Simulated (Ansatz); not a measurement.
## SiN2H6 (SMILES NN[SiH3]): the energy to break a bond

SiN2H6 has 9 atoms, charge 0, and is taken as a singlet. As SMILES, `NN[SiH3]`. The shape was relaxed beforehand at B3LYP/def2-SVP. This is one conformer, not always the lowest.

```xyz
9

N    -0.5681    0.9453   -1.2142
N    -0.2470    0.7227    0.1407
Si    0.4159   -0.7484    0.7747
H     0.2567    0.8320   -1.8073
H    -1.2745    0.2790   -1.5336
H    -0.4276    1.5341    0.7219
H     1.7318   -1.0962    0.1475
H    -0.4824   -1.9218    0.5284
H     0.5950   -0.5465    2.2418
```

Wanted: the dissociation energy of the Si3–N2 bond into doublet SiH3 and doublet N2H3 (shapes relaxed at B3LYP/def2-SVP, no zero-point term). 1 Eh = 2625.50 kJ/mol = 27.2114 eV. Totals in Eh; open shells run unrestricted unless said.

| level | program | SiN2H6 | doublet SiH3 | doublet N2H3 |
| --- | --- | --- | --- | --- |
| HF/def2-TZVP | Ansatz | -401.351501 | -290.636573 | -110.622658 |
| PBE/def2-TZVP | Ansatz | -402.340119 | -291.076360 | -111.147752 |
| MP2/def2-TZVP, 7 core orbitals frozen | Ansatz | -401.891670 | -290.743734 | -111.013113 |

Question: Work out the dissociation energy at each level.

Answer: 
1. HF/def2-TZVP: (-290.636573) + (-110.622658) − (-401.351501) = 0.092270 Eh = 242.3 kJ/mol = 2.51 eV.
2. PBE/def2-TZVP: (-291.076360) + (-111.147752) − (-402.340119) = 0.116007 Eh = 304.6 kJ/mol = 3.16 eV.
3. MP2/def2-TZVP: (-290.743734) + (-111.013113) − (-401.891670) = 0.134823 Eh = 354.0 kJ/mol = 3.67 eV.

The levels span 242 to 354 kJ/mol; no measured value is set beside them. Hartree–Fock lacks the correlation of the electrons that are unpaired, so it comes out low. A bond enthalpy at 298 K also holds the loss of zero-point energy and thermal terms.
